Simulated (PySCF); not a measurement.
1-fluorobutane, C4H9F.
Bonds: C1–C2, C2–C3, C3–C4, C4–F5. Hydrogens: H6, H7, H8 on C1; H9, H10 on C2; H11, H12 on C3; H13, H14 on C4.

Computed with PBE0-D3(BJ)/def2-SVP geometry optimisation, gas phase in PySCF 2.14.0.

(1) Give the optimised bond lengths and angles.

Results:

(1) 
| bond | length (Å) |
| --- | --- |
| C1–C2 | 1.520 |
| C2–C3 | 1.522 |
| C3–C4 | 1.510 |
| C4–F5 | 1.376 |
| C1–H6, C1–H7, C1–H8 | 1.101 |
| C2–H9, C2–H10 | 1.103 |
| C3–H11, C3–H12 | 1.104 |
| C4–H13, C4–H14 | 1.104 |

Bonds in one row agree within 0.01 Å and their mean is given. A selection of angles:
| angle | degrees |
| --- | --- |
| C2–C1–H6 | 111.4 |
| H6–C1–H7 | 107.3 |
| C1–C2–C3 | 113.3 |
| C1–C2–H9 | 110.0 |
| C3–C2–H9 | 108.4 |
| C3–C2–H10 | 109.1 |
| H9–C2–H10 | 105.9 |
| C2–C3–C4 | 113.6 |
| C2–C3–H11 | 110.4 |
| C4–C3–H11 | 108.3 |
| H11–C3–H12 | 106.2 |
| C3–C4–F5 | 110.4 |
| C3–C4–H13 | 111.1 |
| F5–C4–H13 | 108.3 |
| H13–C4–H14 | 108.1 |

Torsions: C1–C2–C3–C4 177° (antiperiplanar); C2–C3–C4–F5 -62° (synclinal). The mirror-image conformer, all signs reversed, is as good.

Of the pairs four or more bonds apart, F5···H9 is among the closest relative to their van der Waals radii: 2.58 Å, 97 % of the sum of Bondi's values.

Point group: C1 (no symmetry element, even within 0.4 Å). PBE0-D3(BJ)/def2-SVP frequencies: not computed here. One conformer, not necessarily the lowest.
